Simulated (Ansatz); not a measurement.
in.yaml

```yaml
crystal:
  periodic: [false, false, false]
  atoms:
    - {symbol: B, position_ang: [0.000000, -0.099624, 0.000000]}
    - {symbol: H, position_ang: [0.000000, 0.534274, -1.074001]}
    - {symbol: H, position_ang: [0.000000, 0.534274, 1.074001]}
basis:
  gaussian: {orbitals: "6-31++G**"}
total_charge: -1
magnetization: {spin_polarized: false}
hamiltonian: {xc: hf}
output: {forces: true, orbitals: {seedname: orbitals}}
```

```sh
$ ansatz run in.yaml --threads 1 --pin off --events-out ev --progress --plain --max-ram 2393MiB
```

Log:

```
279 factors; integrals over basis functions are off by at most 1.1e-3 eV
mean field evaluation 1: about -698.4140 eV, gradient 1.3e1 eV
mean field evaluation 2: about -698.4111 eV, gradient 1.3e1 eV
mean field evaluation 4: about -699.5398 eV, gradient 1.5e0 eV
mean field evaluation 8: about -699.5820 eV, gradient 5.7e-3 eV
mean field evaluation 16: about -696.9442 eV, gradient 1.0e1 eV
mean field -699.58203916 eV, -25.7091657454 hartree, gradient 6.0e-5 eV, S^2 0.000000; 0 other end points of the search recorded, 0 dependent functions left out
the calculation of the forces begins
reference -699.58203916 eV, -25.7091657454 hartree; 4, 4 occupied and 27, 27 virtual orbitals, 279 factors
Total energy: -699.58203916 eV, -25.7091657454 hartree
Atom 0 at     0.000000    -0.099624     0.000000 Å, force     0.000000    -0.554296     0.000000 eV/Å
Atom 1 at     0.000000     0.534274    -1.074001 Å, force     0.000000     0.277148     0.724292 eV/Å
Atom 2 at     0.000000     0.534274     1.074001 Å, force    -0.000000     0.277148    -0.724292 eV/Å
Dipole moment:    -0.000000     0.914034     0.000000 e Å
```

Forces (eV/Å):
```
B    0.000 -0.554  0.000
H    0.000  0.277  0.724
H    0.000  0.277 -0.724
```

Ran on 1 thread of Arm Neoverse V1, shared host: 0.12 s wall, 0.06 GiB peak host memory.
